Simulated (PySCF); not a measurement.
Method: PySCF energies plus ideal-gas RRHO corrections (1 bar). The comparison is the NASA 1993 polynomial table, which mixes measured and estimated data. All species are closed-shell singlets. The harmonic model lacks anharmonicity and excited electronic states, which grow with temperature; levels with a mode under 35 cm⁻¹ are left out.

Harmonic frequencies at PBE0/def2-TZVP (cm⁻¹): 1004, 1134, 1134, 2410, 2422, 2422. Point group C3v; S°(298 K) = 210.2 J/mol/K at this level.

Work out Cp and S° of gaseous PH₃ at 500, 800, 1200, 1600, 2000 K from these, and set them beside the table.


| T (K) | Cp PBE0/def2-TZVP | Cp table | S° PBE0/def2-TZVP | S° table |
|---|---|---|---|---|
| 500 | 46.1 | 46.5 | 231.4 | 231.7 |
| 800 | 57.8 | 58.5 | 255.8 | 256.3 |
| 1200 | 67.9 | 68.2 | 281.3 | 282.1 |
| 1600 | 73.4 | 73.7 | 301.6 | 302.5 |
| 2000 | 76.5 | 77.0 | 318.4 | 319.4 |
Units J/mol/K.
